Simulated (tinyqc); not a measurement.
The integration grid: Kohn-Sham R2SCAN on finer and finer grids in the sto-3g basis, for H2F+, spin multiplicity 1. Computed by the program tinyqc with PySCF. Command: `OMP_NUM_THREADS=1 python tinyqc.py 114719 114720 out.jsonl`; one thread of a shared host (Intel(R) Xeon(R) Processor @ 2.60GHz), about 5 s.

Geometry (angstrom):
```
atom       x        y       z
F     0.0000   0.0000  0.0000
H     0.0000   0.8010  0.5720
H     0.0000  -0.8530  0.6090
```

Self-consistent on each grid; the net force on the molecule should vanish.

Kohn-Sham energy on Becke grids (radial x angular points per atom):
```
grid       points  residual of the electron count  E (hartree)  E - finest (mhartree)  largest net force without grid terms (hartree/bohr)
10 x 14       416                       -3.07e-02   -99.073044             131.301808                                             6.43e-02
15 x 26      1170                        1.55e-02   -99.240368             -36.022410                                             5.59e-02
20 x 50      2994                        7.11e-04   -99.195078               9.267586                                             2.23e-02
30 x 86      7731                        4.37e-04   -99.206296              -1.950803                                             2.18e-02
50 x 194    29081                        7.31e-06   -99.203878               0.467219                                             1.65e-02
75 x 302    67848                        1.60e-07   -99.204412              -0.067053                                             5.11e-03
120 x 590  212185                       -5.22e-08   -99.204345               0.000000                                             2.27e-04
```

The energy is within 0.1 mhartree of the finest grid first at 75 x 302. The error has both signs, since quadrature is not variational. The electron count and the net force are cheap signs of a poor grid.
